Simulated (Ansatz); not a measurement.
# Predicting a hybrid from its neighbours: CH4O2 (methanediol)

The species is CH4O2 (7 atoms), meant as a singlet with charge 0. SMILES: `OCO`. The shape is that of a PBE0-D4/def2-TZVP optimisation. This is a higher conformer, about 15 kJ/mol above the lowest found by a separate search.

The electronic atomisation energy y, in eV, basis def2-TZVP; a is the functional's share of exact exchange. Programs: Ansatz 0.2.0.

| functional | program | a | y (eV) |
| --- | --- | --- | --- |
| PBE | Ansatz | 0 | 27.29 |
| r2SCAN | Ansatz | 0 | 26.63 |
| B3LYP | Ansatz | 0.2 | ? |
| PBE0 | Ansatz | 0.25 | 26.51 |
| BHLYP | Ansatz | 0.5 | 25.33 |

Question: Fit y = c + s·a to the known rows and predict B3LYP.

Answer: 
1. Means of the 4 rows: a = 0.1875, y = 26.440.
2. Σ(Δa)² = 0.17188, Σ(Δa·Δy) = -0.5375, so the slope is -0.5375/0.17188 = -3.1272.
3. Intercept: 26.440 − (-3.1272) × 0.1875 = 27.026. The largest residual of the fit is 0.40.
4. B3LYP: 27.026 + (-3.1272) × 0.2 = 26.40 eV.

The run gave 26.47 eV, so the prediction is off by -0.07 eV, within the scatter of the fit. The rows mix families of semi-local functionals, which the line can't see.
